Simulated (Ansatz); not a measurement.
Basis-set extrapolation for C4H6OS (`C#CCS(C)=O`) (PBE0-D4/def2-TZVP geometry, frozen core, Ansatz). Multiplicity 1, RHF reference.

```tsv
	def2-TZVPP	def2-QZVPP
HF	-627.350401	-627.373419
MP2 correlation	-1.066660	-1.144640
CCSD(T) correlation	-1.154320	not run
```

Energies in hartree. Use E(X) = E(∞) + A·exp(−7.88·√X) for Hartree–Fock and E(X) = E(∞) + B·X^(−2.97) for correlation, with X = 3 and 4, and add CCSD(T) minus MP2 of the smaller set to the MP2 limit.

Q: What is the CCSD(T) energy at the basis-set limit?

A: HF limit: -627.373419 + (-0.023018) × 0.13774 = -627.37659. MP2 limit: -1.144640 + (-0.077980) × 0.74074 = -1.20240. Higher-order term: -1.154320 − (-1.066660) = -0.08766. Total: -628.66665 hartree, 4.41 eV below CCSD(T)/def2-TZVPP.
